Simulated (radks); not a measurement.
# S²⁺ in [Ne] 3s2 3p2: an all-electron calculation

One table from this session's results is given with a row withheld; the runs are named, their logs left out.

Program: radks (a radial shooting solver on a logarithmic mesh, Libxc functionals) version 1. Level of theory: Dirac Kohn-Sham, PBE, spin-unpolarised, spherical densities, point nucleus; open shells fill j = l - 1/2 first. These are calculated values, not measurements, unless marked.

## Starting point

| Quantity | Value |
| --- | --- |
| element | sulfur (Z = 16) |
| charge | +2 |
| electrons | 14 |
| configuration | [Ne] 3s2 3p2 |

The first run:

The run's settings:

```text
Z 16
configuration [Ne] 3s2 3p2
relativity Dirac
functional pbe,pbe
spin unpolarised
j_filling energy
nucleus point
c 137.035999084
```

Among the steps run: Self-consistent calculation.

One table of the session follows, with a row left open; its other results are not shown here.

It belongs to the step «Radial structure». From the orbitals of this run (lengths in bohr):

| level | <r> | outermost maximum (interpolated) | 90 % within | nodes |
| --- | --- | --- | --- | --- |
| 1s1/2 | 0.09687 | 0.0633 | 0.173 | 0 |
| 2s1/2 | 0.4784 | 0.388 | 0.750 | 1 |
| 2p1/2 | 0.4402 | 0.324 | 0.733 | 0 |
| 2p3/2 | 0.4425 | 0.326 | 0.737 | 0 |
| 3s1/2 | 1.578 | 1.37 | 2.35 | 2 |
| 3p1/2 | ? | ? | ? | ? |
| 3p3/2 | 1.769 | 1.50 | 2.70 | 1 |

Q: Estimate the row for 3p1/2 from the others.

As computed: <r>: 1.763; outermost maximum (interpolated): 1.49; 90 % within: 2.69; nodes: 1. In the column «<r>» it lies between 3s1/2 (1.578) and 3p3/2 (1.769).

Caveats from the session: Spin polarisation and multiplet splitting are left out.
